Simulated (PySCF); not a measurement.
Molecule: Phosphaethyne (C#P, CHP).

Molfile (atoms numbered from 1):
```
CHP
     RDKit          3D

  3  2  0  0  0  0  0  0  0  0999 V2000
   -0.1471    0.0504   -0.0132 C   0  0  0  0  0  0  0  0  0  0  0  0
    1.3783    0.2442    0.0770 P   0  0  0  0  0  0  0  0  0  0  0  0
   -1.2204   -0.0859   -0.0766 H   0  0  0  0  0  0  0  0  0  0  0  0
  1  2  3  0
  1  3  1  0
M  END
```

Geometry PBE0-D3(BJ)/def2-SVP throughout; GIAO in PySCF, gas phase, one conformer, non-relativistic; equivalent atoms averaged; basis pcSseg-2.

(1) How do the shifts δ (against TMS, H3PO4 at the same level) depend on the functional? (ppm; last column core-seconds on 1 thread of an Arm Neoverse V1, shared host; the GGAs took longer than the global hybrids here, which isn't the general rule, and the cause wasn't traced)

(2) Which nucleus moves most, in ppm?

Answers

(1) 
```
functional           kind     C1     P2    H3  core-s
        HF   Hartree–Fock  176.9    8.7  2.11     0.7
       LDA            LDA  173.1  -24.5  1.92     1.9
       PBE            GGA  165.6  -41.6  2.10     2.4
      BLYP            GGA  164.3  -46.5  2.10     2.3
      BP86            GGA  165.5  -43.3  2.12     2.2
      OPBE            GGA  159.9  -45.0  2.24     2.3
       KT2            GGA  157.0  -65.4  2.42     2.4
       KT3            GGA  153.4  -64.9  2.42     2.3
     B97-D            GGA  158.5  -46.0  2.22     2.3
     B3LYP  global hybrid  169.6  -30.6  2.05     1.5
      PBE0  global hybrid  171.3  -24.6  2.06     1.5
  mPW1PW91  global hybrid  171.5  -25.2  2.05     1.6
```

(2) P2 (phosphorus bonded to C): from -65.4 ppm with KT2 to 8.7 ppm with HF. The smallest spread is 0.51 ppm, at H3. Proton shifts span only some 12 ppm, so a few tenths of a ppm matter as much there as several ppm in carbon.
